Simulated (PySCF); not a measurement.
Bonds (- single, = double, # triple, : aromatic): C1=C2 1.323 Å, C2-C3 1.470 Å, C3-C4 1.529 Å, C4-C5 1.459 Å, C5=C6 1.307 Å, C5-C3 1.475 Å. C1 carries H7, H8; C2 carries H9; C3 carries H10; C4 carries H11, H12; C6 carries H13, H14. Stereochemistry as in C=C[C@@H]1CC1=C. H12 is cis to C2 on the ring; H7, H14 are cis to C3; H11 is trans to C2 on the ring; H8, H13 are trans to C3.

PySCF 2.14.0 with density-fitted response routines calculation with PBE0/pcSseg-1 with gauge-including orbitals, coordinates at the GFN2-xTB level and J couplings at B3LYP/pcJ-1 (without the spin–dipole term); no solvent, one computed conformer, non-relativistic Hamiltonian.

δ = σ(ref) − σ, references computed at the same level: $^{1}$H (31.72 ppm) vs TMS.

The spectrum was simulated from the full spin Hamiltonian at 400 MHz with 1.2 Hz Lorentzian lines, from shifts rounded to 0.01 ppm and J to 0.1 Hz, couplings under 1 Hz left out.

Question: List the maxima of its $^{1}$H spectrum with integrals.

Answer: 
Maxima in Hz from TMS (height), grouped by integral:
1H: 2376.3 (29), 2373.2 (61), 2370.8 (61), 2367.7 (29)
1H: 2348.0 (29), 2345.3 (76), 2342.7 (76), 2340.1 (30)
2H: 2214.5 (43), 2197.2 (100), 2181.5 (33), 2172.4 (33), 2170.6 (43), 2164.0 (10), 2161.3 (40), 2155.1 (12), 2153.2 (21), 2144.0 (23)
1H: 2117.0 (87), 2116.7 (87), 2105.8 (56)
1H: 831.0 (6), 828.5 (10), 825.8 (11), 822.9 (13), 820.6 (17), 818.9 (18), 816.1 (18), 813.3 (19), 811.7 (17), 809.5 (14), 806.5 (12), 803.8 (12), 801.2 (7)
1H: 625.9 (14), 623.0 (21), 620.1 (14), 615.7 (15), 614.1 (21), 612.6 (26), 611.5 (29), 610.0 (19), 608.4 (17), 604.0 (14), 601.1 (21), 598.2 (14)
1H: 411.2 (15), 408.2 (22), 405.7 (28), 403.1 (22), 399.9 (24), 396.6 (20), 394.0 (25), 391.4 (19), 388.4 (13)

Question: Summarise it as multiplets with assignments.

Answer: $^{1}$H NMR (400 MHz, computed): δ 5.93 (td, J = 3.2, 2.2 Hz, 1H, H14), 5.86 (q, J = 2.6 Hz, 1H, H13), 5.51 (m, 1H, H7), 5.41 (m, 1H, H9), 5.28 (m, 1H, H8), 2.04 (m, 1H, H10), 1.53 (ddt, J = 11.7, 10.2, 2.9 Hz, 1H, H11), 1.00 (m, 1H, H12). These are first-order names; overlap and second-order distortion can hide them in the list.

Splittings below 1 Hz are ignored in the labels, and close J values are merged. Unscaled 3J(H,H) at this level run about 10 % above measured values. Couplings across =CH–CH2 type bonds come from one rotamer and its mirror image, and can be 1–2 Hz further off. Only one conformer was computed, so three-bond couplings in flexible chains and rings are approximate.
